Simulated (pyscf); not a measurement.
Cl–GaH₂ + ethylene (H₂C=CH₂) → Cl–CH₂–CH₂–GaH₂ (addition across a multiple bond or ene-type step; singlet surface; Cl–Ga broken, C–Cl, C–Ga formed). Optimised with ωB97X-D3(BJ)/def2-SVP in PySCF. Energies in eV from the separated reactants.

```json
[
 {"level": "ωB97X-D3(BJ)/def2-TZVP", "barrier": "0.60", "reaction energy": "+0.32"},
 {"level": "PBE/def2-TZVP", "barrier": "?", "reaction energy": "+0.43"},
 {"level": "B3LYP-D3(BJ)/def2-TZVP", "barrier": "?", "reaction energy": "?"},
 {"level": "PBE0-D3(BJ)/def2-TZVP", "barrier": "0.50", "reaction energy": "+0.30"},
 {"level": "ωB97M-D3(BJ)/def2-TZVP", "barrier": "0.74", "reaction energy": "+0.49"},
 {"level": "HF/def2-TZVP", "barrier": "1.32", "reaction energy": "+1.04"}
]
```

Fill in the missing entries.


- PBE/def2-TZVP, barrier: 0.52
- B3LYP-D3(BJ)/def2-TZVP, barrier: 0.68
- B3LYP-D3(BJ)/def2-TZVP, reaction energy: +0.56

The functionals in the table span 0.24 eV in this barrier, from PBE0-D3(BJ) to ωB97M-D3(BJ). On the reactant side the descent ends in a bound adduct, 0.48 eV under the separated species and 1.08 eV under the saddle at ωB97X-D3(BJ)/def2-TZVP. What is counted as broken (Cl–Ga) persists as a longer contact in the product adduct; parting that adduct is a step of its own. The same reactants have a lower exit, to H₃C–CH₂–GaH–Cl (barrier +0.48 eV at ωB97M-D3(BJ), against +0.74 eV here). Cl–CH₂–CH₂–GaH₂ is closed by a dative Cl–Ga contact. Cl–CH₂–CH₂–GaH₂ lies 2.39 eV over its isomer H₃C–Ga(CH₃)–Cl, and others may lie lower still (electronic energy, ωB97M-D3(BJ)). This is the saddle that the search found; another between the same sides may lie lower. Elements up to Kr have no core potential and no relativistic terms here.
